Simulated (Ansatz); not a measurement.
A nudged elastic band was laid between two geometries of BClH2 + H3P (8 atoms, charge 0, multiplicity 1).

Method: RKS BHLYP/def2-SVP in Ansatz 0.2.0.

```yaml
movable_images: 5
climbing_image: yes
spring: 5.0 eV/Å²
optimiser: quadratic models (default)
start_path: through a guess of the saddle point
force_threshold: 0.05 eV/Å
iteration_limit: 60
end_points: relaxed
```

First end point:

```xyz
8
Properties=species:S:1:pos:R:3
B 0.110 -0.549 -0.147
H -0.101 -0.911 0.969
Cl 1.681 -0.858 -0.832
H -0.706 0.000 -0.821
P 0.791 2.976 1.410
H 1.762 1.999 1.082
H 0.268 3.046 0.095
H -0.165 2.028 1.852
```

Last end point:

```xyz
8
Properties=species:S:1:pos:R:3
B 0.529 0.796 -0.360
H -0.705 -0.972 2.188
Cl 1.580 -0.603 -0.290
H -0.524 0.668 -0.907
P 0.949 2.401 0.552
H 2.336 2.490 0.317
H 0.506 3.330 -0.413
H -1.030 -0.380 2.523
```

(1) What changes between the two ends?

(2) What energy profile does the band end with?

(3) What is the geometry of the highest image?

(4) What are the harmonic wavenumbers there?

## Answers

(1) Bonds broken: B1–H2, P5–H8. Bonds formed: B1–P5, H2–H8. BClH2 + H3P becomes BClH3P + H2.

(2) It converged. The highest image is number 3 of 0 to 6, 28.8 kcal/mol above the first end and 24.8 kcal/mol above the last; the last end lies 3.9 kcal/mol above the first. A vibrational analysis at the climbing image gives one clearly imaginary mode, 1033i cm⁻¹: a first-order saddle point. The orbitals stay closed-shell, which can raise the energy where a bond breaks towards radicals; this wasn't checked here.

```csv
image,path coordinate (Å),energy (kcal/mol),B1–H2 (Å),P5–H8 (Å),B1–P5 (Å)
0,0.00,0.0,1.19,1.42,3.91
1,1.00,0.3,1.19,1.42,3.76
2,2.00,4.6,1.19,1.43,3.00
3,3.00,28.8,1.27,1.81,2.15
4,4.06,13.1,2.10,2.55,1.94
5,5.12,5.7,2.79,3.04,1.90
6,6.18,3.9,3.34,3.94,1.89
```

(3) 
```xyz
8
Properties=species:S:1:pos:R:3
B 0.172 0.299 0.173
H -0.159 -0.445 1.154
Cl 1.680 -0.307 -0.595
H -0.852 0.421 -0.425
P 0.300 2.315 0.906
H 1.626 2.271 1.404
H 0.706 2.594 -0.416
H 0.167 0.581 1.407
```

(4) 1033i, 153, 199, 451, 668, 746, 773, 779, 895, 1083, 1116, 1162, 1210, 2309, 2387, 2474, 2510, 2723 cm⁻¹.

Time of the run: 2.5 min on 1 thread of Arm Neoverse V2, on a shared host, peak memory 0.16 GiB.
